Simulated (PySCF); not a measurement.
# [NO2]− (nitrite) at SVWN5/STO-3G

Wanted: a single-point energy of [NO2]− (nitrite). The job is set up through a Python script.

The results are computed with PySCF 2.14.0.

14 further runs of the same task are left out: 6 that didn't finish, 8 set aside as unsound or not needed.

## (1) The system as given

[NO2]− has 3 atoms, charge -1, and is taken as a singlet. As SMILES, `O=N[O-]`. The N2–O3 distance was set to 3.487 Å, away from the relaxed value. At this shape a bond of the SMILES string is far longer than usual.

Bond lengths: O1–N2 1.245 Å.

## (2) A single-point energy at SVWN5/STO-3G

File input.py:

```python
from pyscf import gto, dft

mol = gto.M(
    atom='O 2.076642 1.895993 1.352494; N 2.079552 0.657943 1.216864; O -0.648590 -0.747260 -0.439610',
    verbose=3,
    basis='sto-3g',
    max_memory=1860,
    charge=-1,
)

mf = dft.RKS(mol)
mf.xc = 'svwn'
mf.grids.level = 5
mf.conv_tol = 1e-10
mf.kernel()
if not mf.converged:
    mf = mf.newton().run(mf.mo_coeff, mf.mo_occ)

e_tot = mf.e_tot
print('E = %.10f Eh' % e_tot)
```

The run is started by

```sh
$ OMP_NUM_THREADS=1 python input.py
```

What values should one expect? Wanted: total energy.

**Answer.** As computed:

At SVWN5/STO-3G:

```
    quantity          value
total energy  -188.58157 Eh
```

The run may have ended on a state above the lowest. Mulliken charges run from -3.00 on N2 to +4.00 on O3; they depend strongly on the basis.
